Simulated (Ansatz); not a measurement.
Gas-phase electronic energies from Ansatz, PBE0-D4/def2-TZVP geometries. CCSD(T)/CBS adds triple-zeta CCSD(T) − MP2 to the extrapolated MP2 energy (def2 sets, frozen cores). Functionals use def2-TZVPP. Each species was taken in one conformer, which may not be the lowest.

`CC(N)C=N` → `N[C@H]1C[C@@H]1N`  (isomerisation)

Is it downhill or uphill in electronic energy at CCSD(T)/CBS, and by how much? (An estimate is asked.)

The calculation gave: Uphill: ΔE = +58.3 kJ/mol.

What do these levels give: r2SCAN-D4, PBE0-D4, CCSD(T)/def2-TZVPP, HF/CBS(def2), MP2/CBS(def2), CCSD/CBS(def2)? (Estimate.)

Ansatz gave: r2SCAN-D4 49.8, PBE0-D4 39.6, CCSD(T)/def2-TZVPP 61.1, HF/CBS(def2) 68.3, MP2/CBS(def2) 47.2, CCSD/CBS(def2) 56.4 kJ/mol.

Largest T1 diagnostic among the species: 0.011.

From PBE to PBE0 (25 % exact exchange), in def2-TZVPP and without D4, ΔE moves by −7.1 kJ/mol. In def2-TZVPP, CCSD(T) changes the Hartree–Fock value by −7.7 kJ/mol (the triples alone add +1.9 kJ/mol) and MP2 by −18.7 kJ/mol.
